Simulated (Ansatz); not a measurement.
```yaml
crystal:
  periodic: [false, false, false]
  atoms:
    - {symbol: Ti, position_ang: [-0.593755, 0.005643, -0.001328]}
    - {symbol: N, position_ang: [1.694131, -0.016100, 0.003789]}
    - {symbol: H, position_ang: [2.335250, 0.786698, 0.002775]}
    - {symbol: H, position_ang: [2.319866, -0.830937, 0.007637]}
basis:
  gaussian: {orbitals: def2-TZVP}
magnetization: {spin_polarized: true, initial_magnetization: 1}
hamiltonian: {xc: pbe0}
relax: {f_tol: 0.004, max_steps: 80}
```

```sh
$ ansatz run in.yaml --threads 1 --pin off --events-out ev --progress --plain --max-ram 2176MiB
```

Steps of the relaxation (energy above the last step; positions in Å, forces in eV/Å):

```
4
step 1, 904.4 meV
Ti   -0.594    0.006   -0.001    3.269   -0.031    0.007
N     1.694   -0.016    0.004   -1.924    0.018   -0.004
H     2.335    0.787    0.003   -0.675   -0.235   -0.001
H     2.320   -0.831    0.008   -0.671    0.248   -0.002
```

```
4
step 2, 193.3 meV
Ti   -0.398    0.004   -0.001    1.930   -0.050    0.004
N     1.629   -0.015    0.004   -0.848    0.112   -0.002
H     2.270    0.782    0.003   -0.530   -0.114   -0.001
H     2.255   -0.825    0.007   -0.551    0.052   -0.001
```

```
4
step 3, 27.7 meV
Ti   -0.308   -0.002   -0.001    0.760   -0.046    0.002
N     1.614   -0.010    0.004   -0.267    0.104   -0.001
H     2.238    0.792    0.003   -0.221   -0.023    0.000
H     2.211   -0.834    0.007   -0.272   -0.035    0.000
```

```
4
step 4, 3.6 meV
Ti   -0.255   -0.010   -0.001   -0.224   -0.036    0.000
N     1.609   -0.003    0.004    0.316    0.067    0.000
H     2.224    0.801    0.002   -0.017    0.017    0.000
H     2.178   -0.843    0.007   -0.075   -0.048    0.000
```

```
4
step 10, 0.0 meV
Ti   -0.260   -0.034    0.000    0.000    0.000    0.000
N     1.615    0.019    0.004    0.000    0.000    0.000
H     2.252    0.804    0.002    0.000    0.000    0.000
H     2.149   -0.844    0.007    0.000    0.000    0.000
```

Close pairs at the end: N2–H3 1.011 Å, N2–H4 1.015 Å, Ti1–N2 1.875 Å, Ti1–H4 2.541 Å, Ti1–H3 2.647 Å.

A stationary point of unrestricted PBE0 after 10 steps, with ⟨S²⟩ = 1.405 against 0.75 for a pure state; no frequencies were run, so it isn't proven a minimum. 3 min on 1 thread of Intel Xeon 6975P-C, shared host.
